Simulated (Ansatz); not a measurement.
Consider the substitution at a C–C bond: `C#CC(O)S` + `CC(O)F` → `C#COC(C)F` + `OCS`.

Gas-phase electronic energies from Ansatz, PBE0-D4/def2-TZVP geometries. CCSD(T)/CBS is the MP2 limit (def2-TZVPP, def2-QZVPP) plus CCSD(T) − MP2 in def2-TZVPP, frozen cores. Functionals use def2-TZVPP. B3LYP here is the variant with VWN-RPA as its local correlation; programs differ in this. One conformer a species, not always the lowest.

```
          level  ΔE (kJ/mol)  difference from CCSD(T)/CBS
         PBE-D4         81.0                         -7.9
       B3LYP-D4         79.8                         -9.1
        ωB97X-V         78.5                        -10.4
        ωB97M-V         82.5                         -6.4
         B2PLYP         82.9                         -6.0
           PBE0         79.2                         -9.7
  HF/def2-TZVPP         73.0                        -15.9
 MP2/def2-TZVPP         92.4                          3.5
CCSD/def2-TZVPP         85.5                         -3.4
 CCSD/CBS(def2)         87.1                         -1.8
    CCSD(T)/CBS         88.9                            0
```

Largest T1 diagnostic among the species: 0.012.

In def2-TZVPP, CCSD(T) changes the Hartree–Fock value by +14.2 kJ/mol (the triples alone add +1.8 kJ/mol) and MP2 by +19.4 kJ/mol.
